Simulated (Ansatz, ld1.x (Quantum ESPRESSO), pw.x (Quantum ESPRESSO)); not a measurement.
## From atom to crystal: TM potential for B

boron, norm-conserving Troullier–Martins (Kleinman–Bylander form), made with ld1.x (Quantum ESPRESSO) 7.5 (PBEsol, scalar-relativistic). Core [He], reference 2s2 2p1. Waves: 2s (bound): rc 1.35 bohr; 2p (bound): rc 4.20 bohr; 3d channel at 0.45 Ry: rc 3.70 bohr. Local part: all-electron potential smoothed inside 3.15 bohr (lloc = -1). Core correction: none.

Atomic tests: cutoffs needed: 21 Ry and 55 Ry (the cutoffs (Ry, on a coarse ladder) from which the occupation-weighted sum of valence levels, in a spherical-Bessel basis at the reference potential, stays within 10 and 1 mRy of its value at 400 Ry); ghost test: no extra level below or beside the all-electron valence levels (s, p, d, f tested) (spherical-Bessel basis up to 400 Ry, 20 bohr box); configuration tests: 1 of 7 tests not solved or not reliable.

Crystal test: fcc B in pw.x 7.5, no spin, 18³ k-points, Fermi–Dirac smearing 0.01 Ry, cutoffs 70/280 Ry. The reference is all-electron LAPW (Ansatz 0.2.0) with the same functional, mesh and smearing; V0 and B0 come from Birch–Murnaghan fits to the pressures at five volumes. Errors are pseudo minus all-electron; Δ is the rms difference of the E(V) curves that follow from these fits, minima aligned, over ±6 % about the mean V0. Mesh and smearing are coarse, so the numbers serve the comparison and aren't converged zero-temperature values; the lattice is a test structure that the element need not adopt.

```
V (Å³/atom)  P all-electron (GPa)  P pseudo (GPa)
      5.544                 15.12         -214.44
      5.690                  6.84         -206.70
      5.836                 -0.51         -198.98
      5.982                 -7.04         -191.35
      6.128                -12.83         -183.88
```

All-electron: a0 = 2.856 Å (V0 = 5.83 Å³/atom), B0 = 278.7 GPa.

Pseudopotential: converged, but broken (pressure over 100 GPa off). The pressure does not cross zero within the volumes sampled, so no fit is given. The largest radius (4.20 bohr) exceeds half the bond length (1.91 bohr), so the spheres overlap, which is one possible source of error among others. The pseudo pressure rises with volume over the whole range, a mechanical instability. Atomic configuration tests: 1 of 7 tests not solved or not reliable. A pressure error of this size marks a broken potential; the numbers have no physical meaning.

At the middle volume, how do free energy and pressure move when the wave cutoff is lowered (ecutrho kept at four times it)?

```json
{"cutoff (Ry)": "32", "shift of F (meV/atom)": "+24.4", "shift of P (GPa)": "+0.67"}
{"cutoff (Ry)": "42", "shift of F (meV/atom)": "+21.4", "shift of P (GPa)": "+0.07"}
{"cutoff (Ry)": "56", "shift of F (meV/atom)": "+6.6", "shift of P (GPa)": "-0.48"}
```

The run at the middle volume (195 k-points, 7 iterations) took about 9.5 s on one core of a shared host (Neoverse-V1, 32 threads, 247 GiB, load 23).
